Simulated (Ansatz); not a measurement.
Level of theory: frozen-core CCSD(T)/cc-pVTZ // B3LYP-D3(BJ)/def2-TZVP run with Ansatz (a quantum-chemistry and plane-wave program).

Ansatz 0.2 input:
```yaml
crystal:
  periodic: [false, false, false]
  atoms:
    - { symbol: C, position_ang: [-1.071611, -0.247658, -0.138853] }
    - { symbol: C, position_ang: [0.155609, 0.554422, 0.248805] }
    - { symbol: N, position_ang: [1.346565, -0.066164, 0.006487] }
    - { symbol: O, position_ang: [0.094081, 1.665094, 0.737234] }
    - { symbol: H, position_ang: [-1.958331, 0.335606, 0.091231] }
    - { symbol: H, position_ang: [-1.106085, -1.190311, 0.411383] }
    - { symbol: H, position_ang: [-1.0592, -0.481643, -1.205439] }
    - { symbol: H, position_ang: [1.401763, -0.984465, -0.394787] }
    - { symbol: H, position_ang: [2.197209, 0.415118, 0.243938] }
basis:
  gaussian: { orbitals: cc-pVTZ }
correlation:
  method: ccsd_t
```

Output:

```
Functional definition: HF
1097 factors; integrals over basis functions are off by at most 1.1e-3 eV
mean field evaluation 1: about -5657.7334 eV, gradient 4.3e1 eV
mean field evaluation 2: about -5657.7360 eV, gradient 4.3e1 eV
mean field evaluation 4: about -5661.5189 eV, gradient 5.0e0 eV
mean field evaluation 8: about -5661.5936 eV, gradient 4.3e-1 eV
mean field evaluation 16: about -5661.5165 eV, gradient 5.0e0 eV
mean field -5661.59510150 eV, -208.0597824132 hartree, gradient 4.4e-6 eV, S^2 0.000000; 0 other end points of the search recorded, 0 dependent functions left out
4 core orbitals not correlated
reference -5661.59510150 eV, -208.0597824132 hartree; 12, 12 occupied and 174, 174 virtual orbitals, 1097 factors
second order -21.11482659 eV of doubles, -0.00000000 eV of singles
cycle   1  -21.05602443 eV  change    5.9e-2 eV  update   1.1e-1
cycle   2  -21.56394198 eV  change   -5.1e-1 eV  update   3.3e-2
cycle   3  -21.69816576 eV  change   -1.3e-1 eV  update   1.7e-2
cycle   4  -21.68607277 eV  change    1.2e-2 eV  update   4.6e-3
cycle   5  -21.68322742 eV  change    2.8e-3 eV  update   2.1e-3
cycle   6  -21.68413544 eV  change   -9.1e-4 eV  update   6.6e-4
cycle   7  -21.68380141 eV  change    3.3e-4 eV  update   2.2e-4
cycle   8  -21.68369241 eV  change    1.1e-4 eV  update   6.9e-5
cycle   9  -21.68371640 eV  change   -2.4e-5 eV  update   2.9e-5
cycle  10  -21.68372403 eV  change   -7.6e-6 eV  update   9.3e-6
perturbative correction -0.90376056 eV, -0.0332125880 hartree
Total energy: -5684.18258609 eV, -208.8898571616 hartree
```

Cost: roughly 2.3 core-minutes.
